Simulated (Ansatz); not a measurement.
A calculation with Ansatz (development build ahead of 0.2.0).

```yaml
crystal:
  periodic: [false, false, false]
  atoms:
    - { symbol: O, position_ang: [0.0, 0.0, -1.64] }
    - { symbol: Al, position_ang: [0.0, 0.0, 0.0] }
    - { symbol: O, position_ang: [0.0, 0.0, 1.64] }
basis:
  gaussian: { orbitals: def2-SVP }
magnetization:
  spin_polarized: true
  initial_magnetization: 1
hamiltonian:
  xc: hf
correlation:
  method: mp2
  frozen_orbitals: { Al: 5, O: 1 }
```

The input is written out in the form of the current development build from the run's settings.

Results

| Property | Result |
| --- | --- |
| Converged | yes |
| Reference energy | -391.37601 hartree |
| Correlation energy | -0.39792 hartree |
| Total energy | -391.77392 hartree |
| Spin squared of the determinant | 0.758 |
| Stability test | minimum |

Messages of the program:
```
mean field -10649.88366335 eV, -391.3760058779 hartree, gradient 2.7e-6 eV, S^2 0.758052; 23 other ends of a descent, 0 dependent functions left out
```

Caution: the determinant may break the point group.
